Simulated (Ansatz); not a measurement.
The same path of AlFH2 + H4Si (9 atoms, charge 0, multiplicity 1) was run twice with different band settings. Lost on the way: Si5–H9. Made: Al1–Si5, F2–H9.

Level of theory: Ansatz 0.2.0, RKS PBE0-D4/def2-SVP.

Relaxed end points:

```xyz
9
Properties=species:S:1:pos:R:3
Al -0.067 0.183 0.149
F 0.347 1.271 1.353
H 1.128 -0.462 -0.675
H -1.590 0.123 -0.280
Si 0.165 -2.765 1.113
H -0.331 -3.001 -0.270
H 1.641 -2.909 1.217
H -0.552 -3.617 2.101
H -0.189 -1.340 1.493
```

```xyz
9
Properties=species:S:1:pos:R:3
Al 0.073 -0.303 -0.178
F -0.255 0.047 1.811
H 1.445 0.458 -0.428
H -1.296 0.170 -0.830
Si 0.203 -2.645 0.625
H -0.881 -3.625 0.300
H 1.510 -3.374 0.645
H -0.043 -2.378 2.133
H -0.203 -0.866 2.122
```

Common settings: spring 5.0 eV/Å²; optimiser quadratic models (default); start path through a guess of the saddle point; force threshold 0.05 eV/Å; iteration limit 60; end points relaxed.

| run | movable images | climbing image |
| --- | --- | --- |
| 1 | 5 | yes |
| 2 | 1 | no |

(1) What does each run give, and how far can it be trusted?

## Answers

(1) Run 1: converged after 22 iterations, highest image 1.668 eV above the first end. A vibrational analysis at the climbing image gives one clearly imaginary mode, 597i cm⁻¹: a first-order saddle point.
Run 2: converged after 14 iterations, highest image 1.326 eV above the first end. The highest image is an end point: on this band no image between the ends rises above it. So few images can step over the top or miss a turn of the path.
The orbitals stay closed-shell, which can raise the energy where a bond breaks towards radicals; this wasn't checked here.
